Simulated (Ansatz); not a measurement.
Reaction (SMILES): [NH+]#[C-] (C-NH) + 3 [H][H] (H2) → C (CH4) + N (NH3)
B3LYP-D3(BJ)/def2-TZVP geometries, fixed; electronic energies without zero-point terms.

The energy of full hydrogenation at MP2 with Ansatz (a quantum-chemistry and plane-wave program), in kcal/mol, split into its Hartree-Fock and correlation parts. Cores are frozen. No added dispersion term, no relativity. Functions are those of the species that has most.

```csv
basis,X,functions,Hartree-Fock,MP2
cc-pVDZ,2,34,-88.95,-87.32
cc-pVTZ,3,86,-87.64,-91.59
cc-pVQZ,4,175,-87.64,-92.67
```

Worked estimate of the basis-set limit from each neighbouring pair, with Hartree-Fock from the larger set and the correlation part extrapolated as X^-3.
Correlation parts: X = 2: 1.63, X = 3: -3.95, X = 4: -5.03.
- (2,3): (27·(-3.95) - 8·(1.63))/19 = -6.30; with Hartree-Fock -87.64 the estimate is -93.94 kcal/mol.
- (3,4): (64·(-5.03) - 27·(-3.95))/37 = -5.82; with Hartree-Fock -87.64 the estimate is -93.46 kcal/mol.
The last two estimates differ by 0.48 kcal/mol; the largest set lies 0.79 from the last. Over the last step Hartree-Fock moves by 0.00 and the correlation part by -1.08.
